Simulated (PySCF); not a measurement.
## Nitrogen: a sound run and one with changed settings

Sound run: N [He] 2s2 2p3, N⁺ [He] 2s2 2p2. Computed with PySCF 2.14 in aug-cc-pVDZ-DK (4s3p2d, 23 functions), with scalar relativity by spin-free X2C-1e. In the sound run the correlated levels freeze 1s2. The sound run starts from symmetry-adapted Hartree-Fock orbitals and uses a fine grid where one is needed.

Changed run: initial guess 1e, at most 50 SCF cycles.

```tsv
species	method	sound run (hartree)	changed run (hartree)	converged
N	UHF	-54.42233	-54.42233	yes
N	BP86	-54.61294	-54.61294	yes
N	CCSD(T)	-54.51616	-54.51616	yes
N⁺	LDA	-53.59778	-53.59778	yes
N⁺	MP2	-53.96554	-53.96554	yes
```

Here the plain start reaches the same solutions.
